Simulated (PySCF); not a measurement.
c-Si3H6, optimised at PBE/def2-SVP:

```xyz
9

Si     1.3080    -0.3154     0.0559
Si    -0.3980     1.2823    -0.1919
Si    -0.9446    -0.9847     0.1020
H      2.0897    -0.3376     1.3390
H      2.1377    -0.6712    -1.1452
H     -0.6097     1.9022    -1.5441
H     -0.6580     2.2356     0.9401
H     -1.5386    -1.4154     1.4132
H     -1.4902    -1.7491    -1.0710
```

Energies from PySCF (xtb for GFN2), thermal terms from the rigid-rotor harmonic-oscillator model, ideal gas at 1 bar. 6-31G* has spherical d functions here. All species are closed-shell singlets. B3LYP is the form with VWN-RPA correlation. c-Si3H6: computed as isolated molecules; such fragments, hydroxides, amides, oligomers or adducts are transient or little studied in the gas.

Question: List the harmonic frequencies (cm⁻¹, unscaled) at this level and at the other levels, each on its own geometry.

Answer: 
- PBE/def2-SVP: 189, 190, 330, 365, 365, 382, 492, 575, 575, 591, 591, 638, 843, 846, 846, 2154, 2154, 2154, 2179, 2179, 2189
- B3LYP/6-31G*: 229, 230, 352, 373, 373, 416, 502, 605, 605, 646, 646, 669, 898, 898, 899, 2230, 2230, 2233, 2255, 2255, 2266
- GFN2-xTB: 175, 246, 246, 292, 337, 337, 424, 424, 454, 499, 597, 597, 785, 804, 804, 2163, 2170, 2170, 2193, 2193, 2201
- HF/6-31G*: 279, 279, 386, 403, 403, 516, 542, 660, 660, 732, 740, 741, 980, 980, 988, 2369, 2369, 2378, 2385, 2385, 2396
- PBE0/def2-TZVP: 190, 190, 340, 379, 379, 425, 508, 598, 598, 624, 624, 665, 885, 885, 887, 2220, 2220, 2221, 2242, 2242, 2252
